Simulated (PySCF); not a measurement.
A structure optimised at B3LYP-D3(BJ)/def2-TZVP, used in a PySCF frequency run:

```xyz
5

F      1.0877     0.6280    -0.1284
C      0.0000     0.0000     0.3394
F      0.0000    -1.2559    -0.1284
F     -1.0877     0.6280    -0.1284
H      0.0000     0.0000     1.4297
```
Charge 0, spin multiplicity 1.

### Question
Write its SMILES, formula and point group.

### Answer
FC(F)F, CHF3, C3v

### Question
What are its rotational constants (standard atomic weights)?

### Answer
10.254, 10.254, 5.6216 GHz
